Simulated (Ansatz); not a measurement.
**B₂SiH (quartet): wave-function methods side by side, def2-QZVPP**

The task here is to estimate one member of a computed series from the others.

Method: def2-QZVPP, core rule «outside noble gas», up to 7 orbitals frozen; program: Ansatz 0.2.0, Gaussian basis.

To be run: UHF; ROHF; CCSD(T) on UHF.

## The system

The geometry is a PBE0/def2-TZVP stationary point (not a proven minimum).

4 atoms, charge 0, spin multiplicity 4.

Atoms are counted from 1 here; the program's logs count them from 0.

Bond lengths: B1–B2 1.555 Å, B1–H4 1.178 Å, B2–Si3 1.975 Å. Angles: B2–B1–H4 180.0°, B1–B2–Si3 180.0°.

Set-up of the first run:

Input file in.yaml:

```yaml
crystal:
  periodic: [false, false, false]
  atoms:
    - {symbol: B, position_ang: [0.000000, 0.000000, -0.976964]}
    - {symbol: B, position_ang: [0.000000, 0.000000, 0.578505]}
    - {symbol: Si, position_ang: [0.000000, 0.000000, 2.553858]}
    - {symbol: H, position_ang: [0.000000, 0.000000, -2.155400]}
basis:
  gaussian: {orbitals: "def2-QZVPP.json"}
magnetization: {spin_polarized: true, initial_magnetization: 3}
hamiltonian: {xc: hf}
output: {orbitals: {seedname: orbitals}}
```

The run is started by

```
> ansatz run in.yaml --threads 1 --pin off --events-out ev --progress --plain --max-ram 2393MiB
```

Among the steps run: UHF; ROHF; CCSD(T) on UHF.

One table of the session follows, with a row left open; its other results are not shown here.

```
  method  from UCCSD(T) (meV)
    ROHF              +7904.3
     UHF                    ?
    UMP2              +1407.6
   UCCSD               +361.5
UCCSD(T)                    0
```

Estimate the missing values for UHF.

**Answer.** from UCCSD(T) (meV): +7684.8. In the column «from UCCSD(T) (meV)» it lies between UMP2 (+1407.6) and ROHF (+7904.3).
